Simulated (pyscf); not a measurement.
Optimised with ωB97X-D3(BJ)/def2-SVP in PySCF.

**Question.** Estimate by transition-state theory the rate constant of HO–Ge(F)(F)–F (SMILES [OH][Ge]([F])([F])[F]) + H₂ (SMILES [H][H]) → F–GeH(F)–F (SMILES [F][GeH]([F])[F]) + H₂O (SMILES O) (singlet surface; Ge–O, H–H broken, Ge–H, H–O formed) at 900 K, with ωB97M-D3(BJ)/def2-TZVP energies (ideal gas, 1 atm, RRHO with modes under 100 cm⁻¹ raised to 100, one conformer, R ln 2 for rigid chiral ones; no tunnelling).

**Answer.** The electronic barrier is 41.4 kcal/mol and the thermal terms add +29.6, so ΔG‡ = 71.0 kcal/mol. With k_BT/h = 1.88e+13 s⁻¹ and RT = 1.788 kcal/mol, and a volume of 1.23e-19 cm³ per molecule at 1 atm, k = 1.3e-23 cm³ molecule⁻¹ s⁻¹. Wigner's tunnelling factor for 1503i cm⁻¹ would be 1.24. A shift of 1 kcal/mol in the barrier changes k by a factor 1.7. On the product side the descent ends in a bound adduct (not fully relaxed), 9.2 kcal/mol under the separated species and 47.2 kcal/mol under the saddle at ωB97X-D3(BJ)/def2-TZVP. This is the saddle that the search found; another between the same sides may lie lower. Elements up to Kr have no core potential and no relativistic terms here.
